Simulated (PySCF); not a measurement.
Gas-phase reaction: Si(OH)₄ + 3 H + 3 SiH₃ ⇌ 4 H₃SiOH

Method: PySCF energies (xtb for GFN2) plus ideal-gas RRHO corrections (1 bar). † marks an energy on the PBE0/def2-TZVP geometry and frequencies; other levels use their own. MP2 freezes the core. 6-31G* has spherical d functions here. Open shells (unrestricted): H (multiplicity 2), SiH₃ (multiplicity 2); the rest are closed-shell singlets. GFN2 has no spin-polarisation term. H₃SiOH: computed as isolated molecules; such fragments, hydroxides, amides, oligomers or adducts are transient or little studied in the gas. MP2 isn't extrapolated to the basis-set limit; its ΔH°(298 K) is -941.3 kJ in def2-SVP and -998.0 kJ in def2-TZVPP. The harmonic model lacks anharmonicity and excited electronic states, which grow with temperature; levels with a mode under 35 cm⁻¹ are left out. Internal rotation in Si(OH)₄, H₃SiOH is treated as a harmonic vibration of one conformer, which makes the entropy rough.

| level | ΔE electronic, kJ | ΔH°(298 K), kJ | ΔS°(298 K), J/K | ΔG°(1600 K), kJ |
|---|---|---|---|---|
| GFN2-xTB | -1462 | -1409 | -305 | -876 |
| HF/6-31G* | -833 | -762 | -292 | -239 |
| HF/def2-TZVP† | -850 | -787 | -294 | -266 |
| MP2/def2-SVP† | -1005 | -941 | -294 | -421 |
| MP2/def2-TZVPP† | -1062 | -998 | -294 | -477 |
| PBE/def2-TZVP† | -1036 | -972 | -294 | -452 |
| PBE0/def2-QZVP† | -1045 | -982 | -294 | -461 |
| PBE0/def2-SVP† | -1025 | -961 | -294 | -440 |
| r2SCAN/def2-TZVP† | -1039 | -975 | -294 | -454 |
| LDA/def2-TZVP† | -1134 | -1070 | -294 | -550 |
| ωB97M-V/def2-TZVP† | -1105 | -1042 | -294 | -521 |
ΔH° is lowest at GFN2-xTB and highest at HF/6-31G*. No reference value is set beside these.
